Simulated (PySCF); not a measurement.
Na(Cl) cation (ClNa), SMILES [Na][Cl] (connectivity only; charge and spin as stated), charge +1, multiplicity 2. The structure is a stationary point at PBE0-D3(BJ)/def2-TZVPD. The spin state was assumed, not searched.

Calculation: PySCF 2.14.0 with PBE0-D3(BJ)/def2-TZVPD.

Harmonic wavenumbers (cm⁻¹): 149. Rotational constants (GHz): 4.632 (linear); symmetry number 1.

### Question
Work out the zero-point energy and the ideal-gas rigid-rotor harmonic-oscillator thermochemistry at 298.15 K and 1 atm.

### Answer
ZPE = ½ Σ hcν = ½ × 149 cm⁻¹ = 0.21 kcal/mol. H − E(el) = 2.69 kcal/mol. Entropy in cal/(mol K): translation 38.12, rotation 16.30, vibration 2.68, spin 1.38, total 58.48. G − E(el) = -14.74 kcal/mol. Cp = 8.86 cal/(mol K). Modes under 150 cm⁻¹ make the vibrational entropy uncertain.
